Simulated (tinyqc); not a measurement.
Inside a calculation (part 2 of 2). Method: MP2 on RHF in the sto-3g basis, for H3O+, spin multiplicity 1. Computed by tinyqc, a small Python program that keeps every step (integrals from PySCF). Command: `OMP_NUM_THREADS=1 python tinyqc.py 31058 31059 out.jsonl` (the two numbers bound the seeds that draw the settings). One thread of a shared host (Intel(R) Xeon(R) Processor @ 2.60GHz), about 0.1 s of CPU time with the checks.

Geometry (angstrom):
```
atom          x          y         z
O      0.000000   0.000000  0.341000
H      0.869000   0.000000  0.000000
H     -0.434000   0.752000  0.000000
H     -0.434000  -0.752000  0.000000
```

## Convergence

Stop when the energy changes by less than 1e-10 hartree and every element of the error matrix X^T (F D S - S D F) X is below 3e-06.

Course of the cycle:
```
iteration   E (hartree)     change  largest element of the error matrix
1          -71.59856960          -                             1.97e+00
2          -75.22290640  -3.62e+00                             3.51e-01
3          -75.31124485  -8.83e-02                             5.62e-02
4          -75.31265186  -1.41e-03                             8.27e-03
5          -75.31269629  -4.44e-05                             6.09e-04
6          -75.31269684  -5.47e-07                             4.57e-05
7          -75.31269684  -3.04e-09                             1.11e-06
8          -75.31269684  -1.02e-12                             1.73e-08
```

PySCF RHF in the same basis = -75.31269684 hartree

Converged in 8 iterations.

## Integrals over molecular orbitals

coefficients C, order 1O 1s, 1O 2s, 1O 2px, 1O 2py, 1O 2pz, 2H 1s, 3H 1s, 4H 1s:
```
[[0.993877, -0.237775, 0.000000, -0.000070, -0.072112, -0.162146, -0.000430, 0.000000],
 [0.028856, 0.858402, 0.000000, 0.000392, 0.353986, 1.128391, 0.003390, 0.000000],
 [-0.000004, -0.000169, 0.000000, 0.711990, -0.000289, 0.002179, -0.940577, 0.000000],
 [0.000000, 0.000000, 0.711918, 0.000000, 0.000000, 0.000000, 0.000000, 0.941008],
 [-0.003657, -0.149486, 0.000000, 0.000265, 0.928348, -0.454552, -0.001370, 0.000000],
 [-0.005475, 0.093462, 0.000000, 0.397041, -0.091740, -0.673642, 1.041256, 0.000000],
 [-0.005484, 0.093625, 0.343808, -0.198431, -0.091622, -0.670440, -0.523267, -0.903683],
 [-0.005484, 0.093625, -0.343808, -0.198431, -0.091622, -0.670440, -0.523267, 0.903683]]
```

core Hamiltonian H = T + V (hartree), order 1O 1s, 1O 2s, 1O 2px, 1O 2py, 1O 2pz, 2H 1s, 3H 1s, 4H 1s:
```
[[-33.316706, -7.753831, 0.000017, 0.000000, 0.017913, -1.883885, -1.886988, -1.886988],
 [-7.753831, -9.919040, 0.000142, 0.000000, 0.208703, -4.122153, -4.126768, -4.126768],
 [0.000017, 0.000142, -8.164428, 0.000000, -0.000088, -2.615656, 1.308316, 1.308316],
 [0.000000, 0.000000, 0.000000, -8.164654, 0.000000, 0.000000, -2.266907, 2.266907],
 [0.017913, 0.208703, -0.000088, 0.000000, -8.045678, 1.094784, 1.096399, 1.096399],
 [-1.883885, -4.122153, -2.615656, 0.000000, 1.094784, -5.521285, -1.761425, -1.761425],
 [-1.886988, -4.126768, 1.308316, -2.266907, 1.096399, -1.761425, -5.524141, -1.762873],
 [-1.886988, -4.126768, 1.308316, 2.266907, 1.096399, -1.761425, -1.762873, -5.524141]]
```

Given earlier and not repeated: Two-electron integrals (ij|kl) in chemists' order.

(pq|rs) = sum C_ip C_jq C_kr C_ls (ij|kl), one index at a time.

one-electron integrals over orbitals h = C^T H C (hartree):
```
[[-33.298404, 0.563900, 0.000000, 0.000172, 0.164528, 0.365286, 0.000968, 0.000000],
 [0.563900, -8.325273, 0.000000, 0.000070, -0.142528, -1.488621, -0.004157, 0.000000],
 [0.000000, 0.000000, -7.246689, 0.000000, 0.000000, 0.000000, 0.000000, -1.682458],
 [0.000172, 0.000070, 0.000000, -7.246123, -0.000347, -0.004667, 1.682651, 0.000000],
 [0.164528, -0.142528, 0.000000, -0.000347, -7.878775, 0.583146, 0.000951, 0.000000],
 [0.365286, -1.488621, 0.000000, -0.004667, 0.583146, -5.250953, 0.000780, 0.000000],
 [0.000968, -0.004157, 0.000000, 1.682651, 0.000951, 0.000780, -5.661620, 0.000000],
 [0.000000, 0.000000, -1.682458, 0.000000, 0.000000, 0.000000, 0.000000, -5.662134]]
```

Two-electron integrals over orbitals (pq|rs), unique and non-zero (hartree):
```
(11|11) 4.742766    (21|11) -0.424532   (21|21) 0.060681    (22|11) 1.027167
(22|21) -0.013618   (22|22) 0.742743    (31|31) 0.014590    (32|31) 0.021987
(32|32) 0.142516    (33|11) 0.885903    (33|21) -0.006311   (33|22) 0.676209
(33|33) 0.686161    (41|11) -0.000127   (41|21) 0.000013    (41|22) -0.000019
(41|33) -0.002389   (41|41) 0.014592    (42|11) 0.000010    (42|21) -0.000010
(42|22) -0.000096   (42|33) -0.032609   (42|41) 0.021985    (42|42) 0.142457
(43|31) -0.002380   (43|32) -0.032585   (43|43) 0.041746    (44|11) 0.885857
(44|21) -0.006313   (44|22) 0.676127    (44|33) 0.602563    (44|41) 0.002396
(44|42) 0.032670    (44|44) 0.686123    (51|11) -0.127732   (51|21) 0.014237
(51|22) -0.015719   (51|33) -0.004352   (51|41) 0.000007    (51|42) -4.76e-07
(51|44) -0.004352   (51|51) 0.028226    (52|11) 0.054378    (52|21) -0.007965
(52|22) -0.031063   (52|33) 0.002853    (52|41) -1.28e-06   (52|42) -0.000007
(52|44) 0.002848    (52|51) 0.027315    (52|52) 0.130564    (53|31) 0.004512
(53|32) 0.007515    (53|43) 0.003829    (53|53) 0.037963    (54|11) 0.000083
(54|21) -0.000005   (54|22) 0.000016    (54|33) 0.003854    (54|41) 0.004512
(54|42) 0.007509    (54|44) -0.003800   (54|51) 0.000009    (54|52) 0.000037
(54|54) 0.037964    (55|11) 1.090443    (55|21) -0.014608   (55|22) 0.725241
(55|33) 0.662199    (55|41) -2.35e-06   (55|42) 0.000009    (55|44) 0.662166
(55|51) 0.013110    (55|52) 0.082696    (55|54) 0.000071    (55|55) 0.880197
(61|11) -0.290868   (61|21) 0.043211    (61|22) -0.006185   (61|33) -0.003775
(61|41) 0.000049    (61|42) 0.000051    (61|44) -0.003765   (61|51) 0.002603
(61|52) -0.013855   (61|54) 0.000006    (61|55) -0.014625   (61|61) 0.033080
(62|11) 0.342231    (62|21) -0.009334   (62|22) 0.150697    (62|33) 0.106777
(62|41) 0.000029    (62|42) 0.000126    (62|44) 0.106737    (62|51) -0.014535
(62|52) -0.024444   (62|54) 0.000052    (62|55) 0.145174    (62|61) -0.002767
(62|62) 0.088743    (63|31) 0.007054    (63|32) -0.007674   (63|43) 0.021360
(63|53) 0.006787    (63|63) 0.048091    (64|11) 0.000981    (64|21) -0.000023
(64|22) 0.000433    (64|33) 0.021725    (64|41) 0.007043    (64|42) -0.007819
(64|44) -0.021029   (64|51) -1.08e-06   (64|52) 0.000091    (64|54) 0.006821
(64|55) 0.000508    (64|61) 2.28e-06    (64|62) 0.000292    (64|64) 0.048303
(65|11) -0.117775   (65|21) -0.001164   (65|22) -0.069904   (65|33) -0.040063
(65|41) 0.000017    (65|42) 0.000101    (65|44) -0.039994   (65|51) 0.012956
(65|52) 0.036195    (65|54) 0.000061    (65|55) -0.055907   (65|61) -0.004798
(65|62) -0.046844   (65|64) -0.000120   (65|65) 0.035401    (66|11) 0.706334
(66|21) -0.006694   (66|22) 0.557490    (66|33) 0.523700    (66|41) 0.000056
(66|42) 0.000447    (66|44) 0.524041    (66|51) -0.017580   (66|52) -0.056042
(66|54) -0.000058   (66|55) 0.512690    (66|61) 0.000025    (66|62) 0.072076
(66|64) -0.000057   (66|65) -0.039488   (66|66) 0.496958    (71|11) -0.000778
(71|21) 0.000120    (71|22) -3.24e-06   (71|33) 0.002129    (71|41) -0.016442
(71|42) -0.023097   (71|44) -0.002162   (71|51) 0.000011    (71|52) -0.000030
(71|54) -0.005130   (71|55) -0.000036   (71|61) 0.000045    (71|62) -0.000045
(71|64) -0.007533   (71|65) -0.000029   (71|66) -0.000066   (71|71) 0.018577
(72|11) 0.000973    (72|21) -0.000023   (72|22) 0.000429    (72|33) -0.013266
(72|41) -0.014302   (72|42) -0.042430   (72|44) 0.013827    (72|51) -0.000033
(72|52) -0.000029   (72|54) -0.019929   (72|55) 0.000419    (72|61) -0.000046
(72|62) 0.000131    (72|64) -0.036284   (72|65) -0.000142   (72|66) 0.000191
(72|71) 0.015366    (72|72) 0.050270    (73|31) -0.003077   (73|32) -0.040416
(73|43) 0.003878    (73|53) 0.004739    (73|63) 0.022138    (73|73) 0.033437
(74|11) -0.361774   (74|21) 0.007779    (74|22) -0.148187   (74|33) -0.126666
(74|41) 0.003111    (74|42) 0.040355    (74|44) -0.119037   (74|51) -0.000917
(74|52) -0.038771   (74|54) -0.004748   (74|55) -0.184600   (74|61) 0.005984
(74|62) -0.080928   (74|64) -0.022378   (74|65) 0.028166    (74|66) -0.043540
(74|71) -0.003478   (74|72) 0.002090    (74|74) 0.144428    (75|11) -0.000195
(75|21) -3.00e-06   (75|22) -0.000102   (75|33) 0.011448    (75|41) -0.007042
(75|42) -0.041461   (75|44) -0.011605   (75|51) 0.000036    (75|52) 0.000117
(75|54) -0.023846   (75|55) -0.000068   (75|61) -0.000032   (75|62) -0.000131
(75|64) 0.012039    (75|65) -5.74e-07   (75|66) -0.000234   (75|71) 0.007742
(75|72) 0.011224    (75|74) -0.014675   (75|75) 0.033409    (76|11) -0.000115
(76|21) 4.21e-06    (76|22) 0.000030    (76|33) 0.038428    (76|41) -0.012754
(76|42) -0.097355   (76|44) -0.038645   (76|51) -0.000036   (76|52) -0.000123
(76|54) 0.009994    (76|55) -0.000120   (76|61) -0.000021   (76|62) -0.000006
(76|64) 0.041040    (76|65) -0.000133   (76|66) -0.000517   (76|71) 0.013674
(76|72) -0.001365   (76|74) -0.047779   (76|75) 0.031738    (76|76) 0.111974
(77|11) 0.798254    (77|21) -0.008002   (77|22) 0.591775    (77|33) 0.537789
(77|41) 0.000544    (77|42) 0.032238    (77|44) 0.609504    (77|51) -0.003030
(77|52) -0.000407   (77|54) -0.010195   (77|55) 0.582990    (77|61) -0.005104
(77|62) 0.073176    (77|64) -0.037619   (77|65) -0.023032   (77|66) 0.500350
(77|71) -0.000413   (77|72) 0.023569    (77|74) -0.061972   (77|75) -0.013903
(77|76) -0.057345   (77|77) 0.589183    (81|31) 0.016447    (81|32) 0.023106
(81|43) -0.002132   (81|53) 0.005132    (81|63) 0.007548    (81|73) -0.003461
(81|81) 0.018589    (82|31) 0.014299    (82|32) 0.042380    (82|43) 0.013580
(82|53) 0.019931    (82|63) 0.036283    (82|73) 0.002502    (82|81) 0.015368
(82|82) 0.050274    (83|11) 0.361773    (83|21) -0.007783   (83|22) 0.148101
(83|33) 0.118997    (83|41) 0.003095    (83|42) 0.040404    (83|44) 0.126701
(83|51) 0.000918    (83|52) 0.038774    (83|54) -0.004692   (83|55) 0.184583
(83|61) -0.005970   (83|62) 0.080933    (83|64) -0.021869   (83|65) -0.028082
(83|66) 0.043975    (83|71) -0.003496   (83|72) 0.002623    (83|74) -0.080243
(83|75) -0.014787   (83|76) -0.047985   (83|77) 0.096120    (83|83) 0.144514
(84|31) 0.003101    (84|32) 0.040418    (84|43) -0.003826   (84|53) -0.004709
(84|63) -0.022012   (84|73) -0.031036   (84|81) 0.003487    (84|82) -0.002394
(84|84) 0.033332    (85|31) 0.007043    (85|32) 0.041470    (85|43) -0.011490
(85|53) 0.023854    (85|63) -0.011965   (85|73) -0.014764   (85|81) 0.007746
(85|82) 0.011222    (85|84) 0.014746    (85|85) 0.033409    (86|31) 0.012753
(86|32) 0.097241    (86|43) -0.038301   (86|53) -0.009931   (86|63) -0.040643
(86|73) -0.047934   (86|81) 0.013678    (86|82) -0.001288   (86|84) 0.047840
(86|85) 0.031659    (86|86) 0.111421    (87|31) 0.000645    (87|32) 0.032977
(87|43) -0.036115   (87|53) -0.010255   (87|63) -0.038033   (87|73) -0.017537
(87|81) 0.000505    (87|82) -0.023369   (87|84) 0.017436    (87|85) 0.014089
(87|86) 0.057813    (87|87) 0.048731    (88|11) 0.798472    (88|21) -0.008007
(88|22) 0.591914    (88|33) 0.609769    (88|41) -0.000614   (88|42) -0.032719
(88|44) 0.537644    (88|51) -0.003030   (88|52) -0.000391   (88|54) 0.010260
(88|55) 0.583094    (88|61) -0.005110   (88|62) 0.073288    (88|64) 0.038246
(88|65) -0.023129   (88|66) 0.499843    (88|71) 0.000455    (88|72) -0.023156
(88|74) -0.096326   (88|75) 0.013985    (88|76) 0.057709    (88|77) 0.493079
(88|83) 0.061722    (88|88) 0.589809
```

## Second-order Moller-Plesset energy

orbital energies (hartree): [-20.894986, -1.849261, -1.143598, -1.143334, -0.953200, 0.143938, 0.298884, 0.299534]

Hartree-Fock energy = -75.31269684 hartree

E2 = sum_ijab (ia|jb) [2 (ia|jb) - (ib|ja)] / (e_i + e_j - e_a - e_b) over occupied i, j and virtual a, b; the opposite-spin part is (ia|jb)^2 / denominator, the rest is same-spin, and SCS-MP2 scales them by 6/5 and 1/3.

Terms (the 40 largest of 117):
```
i  j  a  b    (ia|jb)    (ib|ja)  denominator       term
3  3  8  8   0.144514   0.144514    -2.886263  -0.007236
4  4  7  7   0.144428   0.144428    -2.884437  -0.007232
4  3  7  8  -0.080243  -0.031036    -2.885350  -0.003600
3  4  8  7  -0.080243  -0.031036    -2.885350  -0.003600
4  2  7  6  -0.080928  -0.036284    -3.435418  -0.002958
2  4  6  7  -0.080928  -0.036284    -3.435418  -0.002958
3  2  8  6   0.080933   0.036283    -3.436331  -0.002958
2  3  6  8   0.080933   0.036283    -3.436331  -0.002958
2  2  6  6   0.088743   0.088743    -3.986399  -0.001976
4  4  6  6   0.048303   0.048303    -2.574545  -0.000906
3  3  6  6   0.048091   0.048091    -2.575072  -0.000898
5  2  6  6  -0.046844  -0.046844    -3.090338  -0.000710
2  5  6  6  -0.046844  -0.046844    -3.090338  -0.000710
2  2  7  7   0.050270   0.050270    -4.296291  -0.000588
2  2  8  8   0.050274   0.050274    -4.297591  -0.000588
5  5  6  6   0.035401   0.035401    -2.194277  -0.000571
4  5  7  6   0.028166   0.012039    -2.539357  -0.000491
5  4  6  7   0.028166   0.012039    -2.539357  -0.000491
5  3  6  8  -0.028082  -0.011965    -2.540270  -0.000489
3  5  8  6  -0.028082  -0.011965    -2.540270  -0.000489
5  5  7  7   0.033409   0.033409    -2.504169  -0.000446
5  5  8  8   0.033409   0.033409    -2.505468  -0.000445
3  3  7  7   0.033437   0.033437    -2.884964  -0.000388
4  4  8  8   0.033332   0.033332    -2.885736  -0.000385
4  3  8  7  -0.031036  -0.080243    -2.885350   0.000195
3  4  7  8  -0.031036  -0.080243    -2.885350   0.000195
4  4  6  7  -0.022378  -0.022378    -2.729491  -0.000183
4  4  7  6  -0.022378  -0.022378    -2.729491  -0.000183
3  3  6  7   0.022138   0.022138    -2.730018  -0.000180
3  3  7  6   0.022138   0.022138    -2.730018  -0.000180
4  3  8  6  -0.022012  -0.021869    -2.730404  -0.000179
3  4  6  8  -0.022012  -0.021869    -2.730404  -0.000179
3  4  8  6  -0.021869  -0.022012    -2.730404  -0.000174
4  3  6  8  -0.021869  -0.022012    -2.730404  -0.000174
2  3  8  6   0.036283   0.080933    -3.436331   0.000088
3  2  6  8   0.036283   0.080933    -3.436331   0.000088
4  2  6  7  -0.036284  -0.080928    -3.435418   0.000088
2  4  7  6  -0.036284  -0.080928    -3.435418   0.000088
3  5  8  7  -0.014787  -0.014764    -2.695216  -0.000081
5  3  7  8  -0.014787  -0.014764    -2.695216  -0.000081
```

Pair energies (hartree; pair i-j sums ij and ji):
```
pair  opposite spin  same spin
1-1       -0.000042          0
2-1       -0.000041          0
2-2       -0.003152          0
3-1       -0.000010  -0.000016
3-2       -0.004586  -0.001160
3-3       -0.008880          0
4-1       -0.000010  -0.000016
4-2       -0.004585  -0.001160
4-3       -0.005836  -0.001678
4-4       -0.008890          0
5-1       -0.000013          0
5-2       -0.001568  -7.39e-11
5-3       -0.001058  -0.000205
5-4       -0.001060  -0.000205
5-5       -0.001462          0
```

MP2 correlation energy = -0.04563539 hartree

SCS-MP2 correlation energy = -0.05091369 hartree

MP2 total energy = -75.35833223 hartree
